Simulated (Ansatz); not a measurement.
Steps of a relaxation of C₂H₇NO₂, SMILES `COC(N)O` with RKS PBE-D4/def2-SVP.

```sh
$ ansatz run in.yaml --threads 4 --pin off --events-out ev --progress --plain --max-ram 10444MiB
```

```yaml
crystal:
  periodic: [false, false, false]
  atoms:
    - {symbol: C, position_ang: [-1.625500, 0.457100, -0.105600]}
    - {symbol: O, position_ang: [-0.661900, -0.405600, 0.293500]}
    - {symbol: C, position_ang: [0.561900, -0.053000, -0.255000]}
    - {symbol: N, position_ang: [1.585100, -1.071300, 0.150900]}
    - {symbol: O, position_ang: [1.080600, 1.125900, 0.292900]}
    - {symbol: H, position_ang: [-1.759800, 0.532200, -1.209800]}
    - {symbol: H, position_ang: [-1.449500, 1.512100, 0.263600]}
    - {symbol: H, position_ang: [-2.586700, 0.176900, 0.292700]}
    - {symbol: H, position_ang: [0.560000, 0.047800, -1.290400]}
    - {symbol: H, position_ang: [1.227900, -1.919900, -0.324300]}
    - {symbol: H, position_ang: [1.247000, -1.293900, 1.140600]}
    - {symbol: H, position_ang: [1.897900, 0.836300, 0.785000]}
basis:
  gaussian: {orbitals: def2-SVP}
hamiltonian: {xc: pbe, dispersion: d4}
relax: {f_tol: 0.03, max_steps: 200}
```

Positions (Å) and forces (eV/Å) along the path, 11 of 15 steps:

```xyz
12
step=1 energy=-7756.7000 eV
C    -1.625    0.457   -0.106   -1.321    2.461   -0.493
O    -0.662   -0.406    0.293    0.956   -1.163    0.099
C     0.562   -0.053   -0.255    3.091   -0.827    3.872
N     1.585   -1.071    0.151   -2.096   -0.594    0.328
O     1.081    1.126    0.293    0.256    0.777    0.497
H    -1.760    0.532   -1.210    0.165   -0.116   -0.185
H    -1.450    1.512    0.264    0.076   -0.383   -0.178
H    -2.587    0.177    0.293   -0.902   -0.536    0.488
H     0.560    0.048   -1.290   -0.502    0.090   -2.925
H     1.228   -1.920   -0.324    0.530   -0.287   -0.080
H     1.247   -1.294    1.141    0.565    0.273   -0.883
H     1.898    0.836    0.785   -0.819    0.305   -0.542
12
step=2 energy=-7757.0953 eV
C    -1.646    0.490   -0.103   -0.735    1.128   -0.260
O    -0.653   -0.392    0.291    0.253   -0.524    0.190
C     0.605   -0.059   -0.216    1.318   -0.666    0.814
N     1.566   -1.129    0.155   -1.248    0.284    0.330
O     1.061    1.171    0.295    0.260   -0.253    0.227
H    -1.765    0.550   -1.214    0.094   -0.083   -0.036
H    -1.462    1.536    0.257    0.044   -0.214   -0.040
H    -2.616    0.170    0.307   -0.134   -0.228    0.166
H     0.573    0.027   -1.307   -0.197   -0.029   -0.846
H     1.266   -1.988   -0.345    0.230    0.274   -0.065
H     1.268   -1.363    1.133    0.331    0.116   -0.347
H     1.880    0.932    0.782   -0.217    0.194   -0.132
12
step=4 energy=-7757.1679 eV rejected
C    -1.675    0.563   -0.116    0.062   -0.451    0.415
O    -0.720   -0.411    0.276    0.491    0.197   -0.304
C     0.590   -0.111   -0.188   -0.202   -0.444    0.181
N     1.492   -1.135    0.239    0.274    0.094    0.233
O     0.982    1.139    0.306    0.631    0.307    0.362
H    -1.758    0.637   -1.227   -0.033    0.075    0.004
H    -1.424    1.553    0.320   -0.123    0.072   -0.115
H    -2.614    0.175    0.312   -0.341    0.284   -0.123
H     0.571   -0.089   -1.310    0.019    0.037   -0.057
H     1.504   -1.921   -0.411   -0.067   -0.173   -0.033
H     1.228   -1.484    1.176   -0.051    0.103   -0.250
H     1.901    1.029    0.657   -0.660   -0.100   -0.313
12
step=5 energy=-7757.2041 eV
C    -1.672    0.538   -0.098   -0.025    0.050   -0.050
O    -0.679   -0.400    0.267   -0.314   -0.259    0.028
C     0.609   -0.107   -0.209    0.050    0.049    0.015
N     1.529   -1.129    0.209   -0.056   -0.029    0.013
O     1.005    1.140    0.298    0.307    0.149    0.099
H    -1.742    0.657   -1.208   -0.005   -0.029    0.016
H    -1.474    1.542    0.338    0.010    0.002    0.021
H    -2.644    0.162    0.279    0.051   -0.002   -0.012
H     0.586   -0.066   -1.331    0.004   -0.007   -0.034
H     1.404   -1.973   -0.365    0.033    0.034   -0.007
H     1.266   -1.403    1.169    0.010    0.006    0.004
H     1.889    0.984    0.686   -0.063    0.036   -0.094
12
step=6 energy=-7757.2116 eV
C    -1.681    0.543   -0.101    0.057   -0.016    0.018
O    -0.703   -0.414    0.264    0.022    0.037   -0.018
C     0.599   -0.111   -0.192    0.003   -0.027   -0.037
N     1.514   -1.128    0.232    0.097   -0.115   -0.014
O     1.001    1.137    0.317    0.219    0.074    0.175
H    -1.739    0.674   -1.209   -0.005    0.000    0.009
H    -1.474    1.536    0.357   -0.020   -0.012   -0.019
H    -2.655    0.166    0.263   -0.038    0.016    0.000
H     0.589   -0.076   -1.315   -0.016    0.013   -0.034
H     1.455   -1.954   -0.378   -0.026    0.051    0.065
H     1.246   -1.431    1.179   -0.011   -0.006   -0.008
H     1.925    1.003    0.618   -0.281   -0.015   -0.138
12
step=7 energy=-7757.2155 eV
C    -1.681    0.536   -0.111    0.057   -0.010   -0.001
O    -0.706   -0.428    0.244   -0.008    0.091   -0.057
C     0.598   -0.106   -0.190   -0.024   -0.076    0.191
N     1.513   -1.132    0.220    0.123   -0.032   -0.140
O     0.987    1.120    0.389   -0.125    0.024   -0.021
H    -1.766    0.646   -1.220   -0.011    0.004   -0.007
H    -1.444    1.533    0.319   -0.046   -0.014    0.005
H    -2.653    0.182    0.284   -0.020    0.011    0.001
H     0.598   -0.023   -1.312    0.035   -0.050    0.030
H     1.419   -1.971   -0.366   -0.031    0.039    0.005
H     1.281   -1.411    1.183   -0.050    0.017    0.008
H     1.931    0.999    0.595    0.100   -0.003   -0.015
12
step=8 energy=-7757.2199 eV
C    -1.682    0.534   -0.116    0.018   -0.010    0.002
O    -0.707   -0.428    0.246   -0.012    0.046   -0.016
C     0.599   -0.107   -0.175   -0.082    0.022    0.044
N     1.517   -1.138    0.214    0.035    0.061    0.036
O     0.982    1.113    0.424    0.169   -0.135   -0.001
H    -1.761    0.646   -1.226    0.007    0.001    0.006
H    -1.457    1.533    0.319   -0.018   -0.012    0.000
H    -2.658    0.180    0.271    0.011   -0.004   -0.007
H     0.604   -0.012   -1.297    0.030   -0.026    0.021
H     1.396   -1.976   -0.364   -0.031   -0.036   -0.057
H     1.297   -1.410    1.184   -0.004    0.008   -0.006
H     1.947    1.010    0.554   -0.123    0.085   -0.023
12
step=12 energy=-7757.2272 eV
C    -1.678    0.534   -0.117    0.011   -0.022    0.004
O    -0.707   -0.418    0.281   -0.047   -0.031   -0.086
C     0.598   -0.115   -0.147   -0.037    0.006    0.083
N     1.510   -1.164    0.198    0.009    0.015   -0.008
O     0.989    1.081    0.486    0.097    0.003   -0.009
H    -1.673    0.688   -1.225   -0.005   -0.009    0.020
H    -1.514    1.519    0.370   -0.007    0.032    0.003
H    -2.670    0.140    0.180    0.003    0.000    0.000
H     0.595    0.004   -1.268   -0.003   -0.009   -0.004
H     1.301   -2.010   -0.346    0.005   -0.011   -0.012
H     1.365   -1.400    1.190   -0.005   -0.003    0.013
H     1.964    1.085    0.432   -0.020    0.030   -0.006
12
step=13 energy=-7757.2282 eV
C    -1.681    0.535   -0.118    0.033    0.004   -0.005
O    -0.708   -0.421    0.263    0.010   -0.018    0.005
C     0.603   -0.117   -0.146   -0.039    0.019    0.007
N     1.509   -1.170    0.203   -0.001   -0.002   -0.007
O     0.993    1.075    0.496   -0.012    0.001    0.000
H    -1.688    0.699   -1.223    0.001   -0.004   -0.009
H    -1.516    1.518    0.375    0.005    0.000    0.005
H    -2.670    0.137    0.184    0.000    0.001    0.002
H     0.613    0.006   -1.267    0.001    0.000    0.004
H     1.301   -2.016   -0.342    0.000    0.001   -0.003
H     1.358   -1.404    1.195   -0.001   -0.004    0.007
H     1.964    1.103    0.414    0.003    0.002   -0.006
12
step=14 energy=-7757.2284 eV
C    -1.678    0.534   -0.118   -0.005    0.005    0.000
O    -0.710   -0.424    0.265    0.011   -0.006    0.005
C     0.601   -0.117   -0.143   -0.012   -0.001   -0.007
N     1.508   -1.170    0.204   -0.002   -0.006    0.008
O     0.988    1.075    0.499    0.042    0.001    0.001
H    -1.685    0.693   -1.225    0.001   -0.001    0.004
H    -1.507    1.518    0.371    0.000   -0.004   -0.004
H    -2.668    0.143    0.186    0.001    0.005   -0.003
H     0.610    0.006   -1.263    0.003    0.001   -0.002
H     1.303   -2.013   -0.346    0.001    0.004    0.005
H     1.356   -1.409    1.194    0.003   -0.001   -0.011
H     1.960    1.109    0.410   -0.043    0.001    0.002
12
step=15 energy=-7757.2285 eV
C    -1.678    0.534   -0.119    0.000   -0.001   -0.001
O    -0.710   -0.426    0.265   -0.005    0.005   -0.004
C     0.600   -0.118   -0.141    0.001   -0.001    0.005
N     1.508   -1.171    0.203    0.001    0.002   -0.007
O     0.986    1.073    0.505   -0.003    0.000   -0.001
H    -1.686    0.691   -1.226    0.002   -0.001    0.003
H    -1.503    1.518    0.368    0.001   -0.001   -0.001
H    -2.668    0.146    0.188    0.001   -0.001    0.000
H     0.611    0.009   -1.262    0.001    0.000    0.006
H     1.302   -2.014   -0.347    0.001   -0.003    0.000
H     1.359   -1.412    1.194   -0.001    0.001    0.001
H     1.956    1.115    0.406    0.002   -0.001   -0.002
```

Run time 12 s (4 threads of an Intel Xeon Platinum 8488C on a shared host); peak host memory 0.16 GiB.
